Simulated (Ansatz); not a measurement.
F2: a line through the functionals

F2: 2 atoms, total charge 0, spin state singlet. As SMILES, `FF`. The shape is that of a PBE0-D4/def2-TZVP optimisation.

The electronic atomisation energy y, in eV, basis cc-pVTZ; a is the functional's share of exact exchange. Programs: Ansatz 0.2.0.

| functional | program | a | y (eV) |
| --- | --- | --- | --- |
| PBE | Ansatz | 0 | 2.33 |
| r2SCAN | Ansatz | 0 | 1.72 |
| B3LYP | Ansatz | 0.2 | ? |
| r2SCAN0 | Ansatz | 0.25 | 1.10 |
| PBE0 | Ansatz | 0.25 | 1.56 |
| BHLYP | Ansatz | 0.5 | 0.72 |

Problem. Fit y = c + s·a to the known rows and predict B3LYP.

Solution. 
1. Means of the 5 rows: a = 0.2000, y = 1.486.
2. Σ(Δa)² = 0.175, Σ(Δa·Δy) = -0.461, so the slope is -0.461/0.175 = -2.6343.
3. Intercept: 1.486 − (-2.6343) × 0.2000 = 2.013. The largest residual of the fit is 0.32.
4. B3LYP: 2.013 + (-2.6343) × 0.2 = 1.49 eV.

The run gave 1.64 eV, so the prediction is off by -0.15 eV, within the scatter of the fit. The rows mix families of semi-local functionals, which the line can't see.
